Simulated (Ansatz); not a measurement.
Input file for Ansatz (a first-principles code): R-B3LYP/def2-TZVPPD on C2H4 (SMILES C=C). Files ending in .json are basis or fitting sets from the Basis Set Exchange.

Ansatz 0.2 input:
```yaml
crystal:
  periodic: [false, false, false]
  atoms:
    - {symbol: C, position_ang: [0.00000000, -0.59662248, 1.58722206]}
    - {symbol: C, position_ang: [0.00000000, 0.68258238, 1.20494642]}
    - {symbol: H, position_ang: [0.92312147, 1.22423658, 1.04062463]}
    - {symbol: H, position_ang: [-0.92312147, 1.22423658, 1.04062463]}
    - {symbol: H, position_ang: [-0.92388993, -1.13738548, 1.75121281]}
    - {symbol: H, position_ang: [0.92388993, -1.13738548, 1.75121281]}
basis:
  gaussian:
    orbitals: def2-TZVPPD.json
hamiltonian:
  xc: {name: B3LYP}
scf: {lower_state_search: off}
```

**Question.** What total energy does the run end on?

**Answer.** -78.6254 hartree.
